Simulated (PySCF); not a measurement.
**AlO: from the state search to spectroscopic constants**

What are the lowest state that PBE0 finds, the bond length, vibrational wavenumber and bond energy of AlO, and how much do these hang on the method?

Method: Al 6-311G(d,p), O 6-311G(d,p), no relativity; program: PySCF 2.14.0.

**1. Set-up**

Settings of the job:

```yaml
atoms: Al, O
charge: 0
basis: Al 6-311G(d,p), O 6-311G(d,p)
Hamiltonian: no relativity
basis_functions: 44
electrons_treated: 21
masses_in_u: 26.9815, 15.9949
levels: PBE0, PBE, r²SCAN, BLYP, PBEsol, TPSSh, LC-ωPBE, HF, MP2, SCS-MP2, CCSD, CCSD(T)
grid: 80 radial by 434 angular points
occupations: held fixed by the projection of orbital angular momentum
dissociation_limit: Al + O, each in its ground configuration
starting_distance_in_angstrom: 1.795
values_of_2S_to_try: 1, 3
```

After this run come: First curve: PBE0; Other states along the same grid; PBE (GGA); r²SCAN; BLYP; PBEsol; TPSSh; LC-ωPBE; UHF; Adding correlation.

Q: Predict the outcome of this session. Wanted: for each run, Re; ωe; De; μ.

The runs gave:

Lowest PBE0 solution found, without spin–orbit coupling: ²Σ⁺ (doublet), unpaired electrons σ ↑. State 2 has its PBE0 minimum 0.46 eV higher. State 3 has its PBE0 minimum 3.20 eV higher. The other levels ran on the lowest alone.

```
   level  Re (Å)  ωe (cm⁻¹)  De (eV)  μ (D)
UHF-CCSD   1.645        933     4.24    n/a
     PBE   1.648        951     5.48  -3.66
  PBEsol   1.640        971     5.79  -3.74
    BLYP   1.654        931     5.40  -3.61
  r²SCAN   1.633        981     5.22  -3.92
   TPSSh   1.637        963     4.91  -3.85
    PBE0   1.633        956     4.78  -3.90
 LC-ωPBE   1.616       1003     4.82  -4.39
```

De is counted to Al + O in their ground configurations. A positive dipole means Al(−)O(+). No constants: UHF (the points don't follow one smooth fit); UHF-MP2 (the points don't follow one smooth fit); UHF-SCS-MP2 (the points don't follow one smooth fit); UHF-CCSD(T) (the points don't follow one smooth fit).

In words: Bond lengths run from 1.616 Å (LC-ωPBE) to 1.654 Å (BLYP). Among the levels with a De in the table, it runs from 4.24 eV (UHF-CCSD) to 5.79 eV (PBEsol).

Correlated steps freeze 6 core orbitals. T1 is 0.103 near the minimum (highest on the curve 0.104), which may point to more than one leading configuration.
